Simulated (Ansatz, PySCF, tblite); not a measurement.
**Ladder of methods for the lattice parameter a of cubic BN**

Reference value: 3.593 Å (measured, corrected for zero-point motion; as tabulated in Goldzak et al. (2022), arXiv:2208.04865).

| level (code) | value (Å) |
|---|---|
| IPEA1-xTB (tblite) | 3.477 |
| LDA (Ansatz) | 3.581 |
| PBE (Ansatz) | 3.625 |
| PBE-D4 (Ansatz) | [?] |
| B3LYP (VWN-RPA form) (Ansatz) | 3.617 |
| Hartree–Fock (Ansatz) | [?] |
| CCSD (PySCF) | 3.594 ± 0.02 |

Task: Some entries are withheld; supply them.

Result: 
- PBE-D4 (Ansatz, a program for electronic structure), value (Å): 3.607
- Hartree–Fock (Ansatz), value (Å): 3.599

Errors against the reference: IPEA1-xTB -3.23 %, LDA -0.33 %, PBE +0.89 %, PBE-D4 +0.39 %, B3LYP (VWN-RPA form) +0.67 %, Hartree–Fock +0.17 %, CCSD +0.03 %.

Leaving aside IPEA1-xTB (doubt noted below): Once the reference is moved by up to 0.11 % (a margin picked here for doubts on the reference and the settings) and values within 0.10 % count as equal, the nearest can be CCSD (+0.03 %), Hartree–Fock (+0.17 %) or LDA (-0.33 %). Farthest off among them: PBE (+0.89 %). Within 2 %: LDA, PBE, PBE-D4, B3LYP (VWN-RPA form), Hartree–Fock, CCSD.

A ± on a computed value is a rough bar: the spread of its extrapolation, a floor set from checks against published values, or a statistical error. IPEA1-xTB: this parameter set was refitted to ionisation energies, not structures. IPEA1-xTB: the run uses a supercell at the zone centre in place of a k mesh. Cutoffs and k meshes differ between the levels. Ansatz's density-functional and Hartree–Fock values are scalar-relativistic unless marked +SOC, with PAW data made under PBE.

Differences are worked out from the printed values.
